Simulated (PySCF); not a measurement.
PySCF input (PW6B95/def2-TZVPD):

```python
from pyscf import gto, scf, dft

mol = gto.M(
    atom='''
    N    -0.00000000   -0.00000000   -1.19434265
    N    -0.00000000   -0.00000000   -0.07337328
    O     0.00000000    0.00000000    1.10925144
    ''',
    basis='def2-tzvpd',
    charge=0,
    spin=0,
    verbose=4,
)

mf = dft.RKS(mol, xc='pw6b95').density_fit(auxbasis='def2-universal-jkfit')
mf.grids.level = 3
mf.conv_tol = 1e-9
mf.max_cycle = 100
mf.max_memory = 1500
mf.kernel()
if not mf.converged:
    mf = mf.newton()
    mf.kernel(mf.make_rdm1())
mf.analyze()
```

Output:

```
PySCF version 2.14.0

[INPUT] verbose = 4
[INPUT] num. atoms = 3
[INPUT] num. electrons = 22
[INPUT] charge = 0
[INPUT] spin (= nelec alpha-beta = 2S) = 0
[INPUT] symmetry False subgroup None
[INPUT] Mole.unit = angstrom
[INPUT] Symbol           X                Y                Z      unit          X                Y                Z       unit  Magmom
[INPUT]  1 N      0.000000000000   0.000000000000  -1.194342650000 AA    0.000000000000   0.000000000000  -2.256980507387 Bohr   0.0
[INPUT]  2 N      0.000000000000   0.000000000000  -0.073373280000 AA    0.000000000000   0.000000000000  -0.138655404061 Bohr   0.0
[INPUT]  3 O      0.000000000000   0.000000000000   1.109251440000 AA    0.000000000000   0.000000000000   2.096181424879 Bohr   0.0

nuclear repulsion = 61.0534527481586
number of shells = 40
number of NR pGTOs = 159
number of NR cGTOs = 114
basis = def2-tzvpd
ecp = {}

******** <class 'pyscf.df.df_jk.DFRKS'> ********
method = DFRKS
initial guess = minao
damping factor = 0
level_shift factor = 0
DIIS = <class 'pyscf.scf.diis.CDIIS'>
diis_start_cycle = 1
diis_space = 8
diis_damp = 0
SCF conv_tol = 1e-09
SCF conv_tol_grad = None
SCF max_cycles = 100
direct_scf = False
XC library pyscf.dft.libxc version 7.1.2
    S. Lehtola, C. Steigemann, M. J. T. Oliveira, and M. A. L. Marques,  SoftwareX 7, 1–5 (2018)
XC functionals = pw6b95
    Y. Zhao and D. G. Truhlar,  J. Phys. Chem. A 109, 5656 (2005)
radial grids:
    Treutler-Ahlrichs [JCP 102, 346 (1995); DOI:10.1063/1.469408] (M4) radial grids

becke partition: Becke, JCP 88, 2547 (1988); DOI:10.1063/1.454033
pruning grids: <function nwchem_prune>
grids dens level: 3
symmetrized grids: False
atomic radii adjust function: <function treutler_atomic_radii_adjust>
small_rho_cutoff = 0
Set gradient conv threshold to 3.16228e-05
Initial guess from minao.
tot grids = 41888
******** <class 'pyscf.df.df.DF'> ********
auxbasis = def2-universal-jkfit
init E= -185.572337697233
  HOMO = -0.347201285237727  LUMO = -0.012969595380065  gap/eV = 9.09491
cycle= 1 E= -184.850689792818  delta_E= 0.722  |g|= 0.773  |ddm|= 1.72
  HOMO = -0.324706059960261  LUMO = -0.0563231842413795  gap/eV = 7.30307
cycle= 2 E= -184.494550897083  delta_E= 0.356  |g|= 1.64  |ddm|= 1.11
  HOMO = -0.374870553619508  LUMO = -0.0135715563414207  gap/eV = 9.83145
cycle= 3 E= -184.923655836811  delta_E= -0.429  |g|= 0.403  |ddm|= 0.792
  HOMO = -0.365532760339062  LUMO = -0.012663039978303  gap/eV = 9.60207
cycle= 4 E= -184.954517734472  delta_E= -0.0309  |g|=  0.1  |ddm|= 0.249
  HOMO = -0.365576023333524  LUMO = -0.0107462242533799  gap/eV = 9.65541
cycle= 5 E= -184.956345405551  delta_E= -0.00183  |g|= 0.00751  |ddm|= 0.0474
  HOMO = -0.366241660670625  LUMO = -0.0106182192159395  gap/eV = 9.67701
cycle= 6 E= -184.956355255261  delta_E= -9.85e-06  |g|= 0.00137  |ddm|= 0.00464
  HOMO = -0.366090519481532  LUMO = -0.0104016400501691  gap/eV = 9.67879
cycle= 7 E= -184.956355644637  delta_E= -3.89e-07  |g|= 0.000527  |ddm|= 0.0013
  HOMO = -0.366151824741106  LUMO = -0.0104781132257893  gap/eV = 9.67837
cycle= 8 E= -184.956355696152  delta_E= -5.15e-08  |g|= 0.000168  |ddm|= 0.000356
  HOMO = -0.366139439856499  LUMO = -0.0104739061939734  gap/eV = 9.67815
cycle= 9 E= -184.956355701694  delta_E= -5.54e-09  |g|= 1.95e-05  |ddm|= 0.000116
  HOMO = -0.366139450870751  LUMO = -0.0104750554000012  gap/eV = 9.67812
cycle= 10 E= -184.956355701769  delta_E= -7.5e-11  |g|= 1.45e-06  |ddm|= 1.89e-05
  HOMO = -0.366139609391295  LUMO = -0.0104749760787301  gap/eV = 9.67813
Extra cycle  E= -184.956355701767  delta_E= 1.96e-12  |g|= 3.71e-06  |ddm|= 2.77e-06
converged SCF energy = -184.956355701767
**** SCF Summaries ****
Total Energy =                        -184.956355701766938
Nuclear Repulsion Energy =              61.053452748158612
One-electron Energy =                 -371.699088371071184
Two-electron Energy =                  125.689279921145641
Two-electron Coulomb Energy =          148.227392317599538
DFT Exchange-Correlation Energy =      -22.538112396453894
HOMO-LUMO gap [eV] =                     9.678127630729946
**** MO energy ****
MO #1   energy= -19.3973652998813  occ= 2
MO #2   energy= -14.6940172524632  occ= 2
MO #3   energy= -14.5635852699963  occ= 2
MO #4   energy= -1.28353430888701  occ= 2
MO #5   energy= -1.12343013543191  occ= 2
MO #6   energy= -0.633191989005241 occ= 2
MO #7   energy= -0.593585491036318 occ= 2
MO #8   energy= -0.593585491036228 occ= 2
MO #9   energy= -0.505063072433188 occ= 2
MO #10  energy= -0.36613960939137  occ= 2
MO #11  energy= -0.366139609391295 occ= 2
MO #12  energy= -0.0104749760787301 occ= 0
MO #13  energy= -0.0104749760787024 occ= 0
MO #14  energy= 0.0137313838324633 occ= 0
MO #15  energy= 0.070664539312534  occ= 0
MO #16  energy= 0.0747552549912383 occ= 0
MO #17  energy= 0.0747552549912624 occ= 0
MO #18  energy= 0.117181569744647  occ= 0
MO #19  energy= 0.182252115819364  occ= 0
MO #20  energy= 0.224536673277886  occ= 0
MO #21  energy= 0.245223188598095  occ= 0
MO #22  energy= 0.245223485148301  occ= 0
MO #23  energy= 0.264845748051757  occ= 0
MO #24  energy= 0.264845748051866  occ= 0
MO #25  energy= 0.335905852764956  occ= 0
MO #26  energy= 0.359718711324034  occ= 0
MO #27  energy= 0.387383133179524  occ= 0
MO #28  energy= 0.387383133179553  occ= 0
MO #29  energy= 0.388305034586737  occ= 0
MO #30  energy= 0.388305129896457  occ= 0
MO #31  energy= 0.407665297622974  occ= 0
MO #32  energy= 0.407665297623019  occ= 0
MO #33  energy= 0.489332695837739  occ= 0
MO #34  energy= 0.544888953862061  occ= 0
MO #35  energy= 0.561795002611577  occ= 0
MO #36  energy= 0.561796848789176  occ= 0
MO #37  energy= 0.563615744714099  occ= 0
MO #38  energy= 0.563615744714146  occ= 0
MO #39  energy= 0.635748763507983  occ= 0
MO #40  energy= 0.748754663409564  occ= 0
MO #41  energy= 0.801930250931734  occ= 0
MO #42  energy= 0.801930250932191  occ= 0
MO #43  energy= 0.888385515365762  occ= 0
MO #44  energy= 0.957110936668541  occ= 0
MO #45  energy= 0.979972926098792  occ= 0
MO #46  energy= 0.979972926098847  occ= 0
MO #47  energy= 1.05381370655233   occ= 0
MO #48  energy= 1.05381373229618   occ= 0
MO #49  energy= 1.05610981416184   occ= 0
MO #50  energy= 1.24697195971606   occ= 0
MO #51  energy= 1.24697195971615   occ= 0
MO #52  energy= 1.29234707010806   occ= 0
MO #53  energy= 1.37468014858408   occ= 0
MO #54  energy= 1.37468038922044   occ= 0
MO #55  energy= 1.6744998309257    occ= 0
MO #56  energy= 1.67449983092572   occ= 0
MO #57  energy= 1.78190752240508   occ= 0
MO #58  energy= 1.78190782205368   occ= 0
MO #59  energy= 1.78702314241998   occ= 0
MO #60  energy= 1.98159980912768   occ= 0
MO #61  energy= 1.98159980912771   occ= 0
MO #62  energy= 2.18508576147248   occ= 0
MO #63  energy= 2.27275935402179   occ= 0
MO #64  energy= 2.42312477529039   occ= 0
MO #65  energy= 2.42312477529061   occ= 0
MO #66  energy= 2.45016199880772   occ= 0
MO #67  energy= 2.48842284849      occ= 0
MO #68  energy= 2.55104074548806   occ= 0
MO #69  energy= 2.5510407454881    occ= 0
MO #70  energy= 2.92294432063838   occ= 0
MO #71  energy= 3.13788956889092   occ= 0
MO #72  energy= 3.13788956889102   occ= 0
MO #73  energy= 3.42069319326801   occ= 0
MO #74  energy= 3.45772176069921   occ= 0
MO #75  energy= 3.45772296153608   occ= 0
MO #76  energy= 3.50494138049989   occ= 0
MO #77  energy= 3.55890203021517   occ= 0
MO #78  energy= 3.55890203021519   occ= 0
MO #79  energy= 3.97480574190609   occ= 0
MO #80  energy= 3.9748057419061    occ= 0
MO #81  energy= 4.01114375482605   occ= 0
MO #82  energy= 4.01114375482606   occ= 0
MO #83  energy= 4.33036683034173   occ= 0
MO #84  energy= 4.33036683034174   occ= 0
MO #85  energy= 4.41000669105988   occ= 0
MO #86  energy= 4.41000756742229   occ= 0
MO #87  energy= 4.53943404588025   occ= 0
MO #88  energy= 4.58204463839831   occ= 0
MO #89  energy= 4.58204652118394   occ= 0
MO #90  energy= 4.63273749095363   occ= 0
MO #91  energy= 4.63273886112116   occ= 0
MO #92  energy= 4.74005929699401   occ= 0
MO #93  energy= 4.94356968820678   occ= 0
MO #94  energy= 4.94356968820682   occ= 0
MO #95  energy= 5.05555547467929   occ= 0
MO #96  energy= 5.09587736966748   occ= 0
MO #97  energy= 5.09587736966749   occ= 0
MO #98  energy= 5.68374054402723   occ= 0
MO #99  energy= 5.68374062347282   occ= 0
MO #100 energy= 5.7994717557482    occ= 0
MO #101 energy= 5.7994717557482    occ= 0
MO #102 energy= 5.81963472295591   occ= 0
MO #103 energy= 6.3516912068798    occ= 0
MO #104 energy= 6.3517017771153    occ= 0
MO #105 energy= 6.40049574444349   occ= 0
MO #106 energy= 6.85112336898721   occ= 0
MO #107 energy= 6.85112336898728   occ= 0
MO #108 energy= 7.29420386603474   occ= 0
MO #109 energy= 7.29420386603477   occ= 0
MO #110 energy= 7.46819710533945   occ= 0
MO #111 energy= 7.64473885177431   occ= 0
MO #112 energy= 32.1475692206366   occ= 0
MO #113 energy= 33.2151402639169   occ= 0
MO #114 energy= 44.3776873766555   occ= 0
 ** Mulliken pop on meta-lowdin orthogonal AOs  **
 ** Mulliken pop  **
pop of  0 N 1s            1.99994
pop of  0 N 2s            1.62542
pop of  0 N 3s            0.01293
pop of  0 N 4s            0.00152
pop of  0 N 5s            0.00069
pop of  0 N 6s            0.00004
pop of  0 N 2px           1.12917
pop of  0 N 2py           1.12917
pop of  0 N 2pz           1.23524
pop of  0 N 3px           0.00407
pop of  0 N 3py           0.00407
pop of  0 N 3pz           0.00434
pop of  0 N 4px           0.00003
pop of  0 N 4py           0.00003
pop of  0 N 4pz           0.00365
pop of  0 N 3dxy          0.00000
pop of  0 N 3dyz          0.00495
pop of  0 N 3dz^2         0.00990
pop of  0 N 3dxz          0.00495
pop of  0 N 3dx2-y2       0.00000
pop of  0 N 4dxy          0.00000
pop of  0 N 4dyz          0.00022
pop of  0 N 4dz^2         0.00072
pop of  0 N 4dxz          0.00022
pop of  0 N 4dx2-y2       0.00000
pop of  0 N 5dxy          0.00000
pop of  0 N 5dyz          0.00068
pop of  0 N 5dz^2         0.00109
pop of  0 N 5dxz          0.00068
pop of  0 N 5dx2-y2       0.00000
pop of  0 N 4f-3          0.00000
pop of  0 N 4f-2          0.00000
pop of  0 N 4f-1          0.00038
pop of  0 N 4f+0          0.00097
pop of  0 N 4f+1          0.00038
pop of  0 N 4f+2          0.00000
pop of  0 N 4f+3          0.00000
pop of  1 N 1s            1.99994
pop of  1 N 2s            1.02670
pop of  1 N 3s            0.01603
pop of  1 N 4s            0.00038
pop of  1 N 5s            0.00036
pop of  1 N 6s            0.00007
pop of  1 N 2px           1.17114
pop of  1 N 2py           1.17114
pop of  1 N 2pz           1.05779
pop of  1 N 3px           0.00349
pop of  1 N 3py           0.00349
pop of  1 N 3pz           0.01289
pop of  1 N 4px           0.00051
pop of  1 N 4py           0.00051
pop of  1 N 4pz           0.00017
pop of  1 N 3dxy          0.00000
pop of  1 N 3dyz          0.00848
pop of  1 N 3dz^2         0.00575
pop of  1 N 3dxz          0.00848
pop of  1 N 3dx2-y2       0.00000
pop of  1 N 4dxy          0.00000
pop of  1 N 4dyz          0.00001
pop of  1 N 4dz^2         0.00016
pop of  1 N 4dxz          0.00001
pop of  1 N 4dx2-y2       0.00000
pop of  1 N 5dxy          0.00000
pop of  1 N 5dyz          0.00003
pop of  1 N 5dz^2         0.00018
pop of  1 N 5dxz          0.00003
pop of  1 N 5dx2-y2       0.00000
pop of  1 N 4f-3          0.00000
pop of  1 N 4f-2          0.00000
pop of  1 N 4f-1          0.00169
pop of  1 N 4f+0          0.00478
pop of  1 N 4f+1          0.00169
pop of  1 N 4f+2          0.00000
pop of  1 N 4f+3          0.00000
pop of  2 O 1s            1.99996
pop of  2 O 2s            1.74272
pop of  2 O 3s            0.00934
pop of  2 O 4s            0.00103
pop of  2 O 5s            0.00125
pop of  2 O 6s            0.00040
pop of  2 O 2px           1.66523
pop of  2 O 2py           1.66523
pop of  2 O 2pz           1.20298
pop of  2 O 3px           0.00423
pop of  2 O 3py           0.00423
pop of  2 O 3pz           0.00482
pop of  2 O 4px           0.00062
pop of  2 O 4py           0.00062
pop of  2 O 4pz           0.00249
pop of  2 O 5px           0.00020
pop of  2 O 5py           0.00020
pop of  2 O 5pz           0.00027
pop of  2 O 3dxy          0.00000
pop of  2 O 3dyz          0.00385
pop of  2 O 3dz^2         0.01006
pop of  2 O 3dxz          0.00385
pop of  2 O 3dx2-y2       0.00000
pop of  2 O 4dxy          0.00000
pop of  2 O 4dyz          0.00008
pop of  2 O 4dz^2         0.00138
pop of  2 O 4dxz          0.00008
pop of  2 O 4dx2-y2       0.00000
pop of  2 O 5dxy          0.00000
pop of  2 O 5dyz          0.00061
pop of  2 O 5dz^2         0.00084
pop of  2 O 5dxz          0.00061
pop of  2 O 5dx2-y2       0.00000
pop of  2 O 4f-3          0.00000
pop of  2 O 4f-2          0.00000
pop of  2 O 4f-1          0.00033
pop of  2 O 4f+0          0.00078
pop of  2 O 4f+1          0.00033
pop of  2 O 4f+2          0.00000
pop of  2 O 4f+3          0.00000
 ** Mulliken atomic charges  **
charge of    0N =     -0.17546
charge of    1N =      0.50408
charge of    2O =     -0.32863
Dipole moment(X, Y, Z, Debye): -0.00000, -0.00000, -0.12682
```
